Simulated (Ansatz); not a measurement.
**HSi–GeH$_{2}$, doublet in cc-pVTZ: errors against UCCSDT(Q)**

Geometry: a point of a stretch scan, not a stationary point.

```xyz
5

Si   -0.0325    0.0997    1.8734
Ge    0.0142   -0.0189   -0.7065
H     0.2307   -1.4004    1.9394
H    -0.3253   -1.2369   -1.5985
H    -0.0216    1.2224   -1.6273
```

Basis cc-pVTZ; Ansatz 0.2.0. Only valence electrons are correlated (noble-gas cores and the filled d shells of p-block atoms frozen), which leaves 11 electrons in 100 orbitals. Prefix R: restricted or restricted open-shell reference; prefix U: unrestricted. Active spaces: pair = (3e, 3o) about the gap. No spin–orbit coupling is included, and no scalar relativity.

Full CI isn't at hand for all of this; UCCSDT(Q) serves as the reference, and is uncertain by the last step of the cluster series or more. The frozen core follows each run's orbitals, which can shift R against U totals by a few meV for light atoms and by up to 0.1 eV past Ca.

Unrestricted rows (U) aren't spin-pure: their determinants' ⟨S²⟩ exceeds S(S+1) by up to 0.27, so they mix in states of higher spin.

- UHF ⟨S²⟩: 1.022
- T1 diagnostic (RCCSD): 0.0344
- largest doubles amplitude (RCCSD): 0.056
- T1 diagnostic (UCCSD): 0.0599

| level | E − E(UHF) (eV) |
| --- | --- |
| UMP2 | -5.3454 |
| UCCSD | -6.6224 |
| UCCSD(T) | -6.9094 |

Q: Estimate how far UCCSDT(Q) in cc-pVTZ lies from UCCSD(T). The table doesn't fix it; the size of (T) and the diagnostics are the guide.

A: UCCSDT(Q) in cc-pVTZ lies 79 meV below UCCSD(T), which is 27 % of the (T) step (-287 meV). T1 is raised, the determinant isn't spin-pure, and the rest is a large part of (T). The miss exceeds 1 kcal/mol.

The other levels:

```csv
level,E − E(UCCSDT(Q)) (meV),wall time
UCCSDT,20,–
```

Run but not shown, since their state, orbitals or frozen core can't be matched to the reference's or they repeat it: RHF, RMP2, RCCSD, RCCSD(T), BCCD(T), RCCSDT, RCCSDT(Q), CASSCF (pair space), NEVPT2 (pair space).
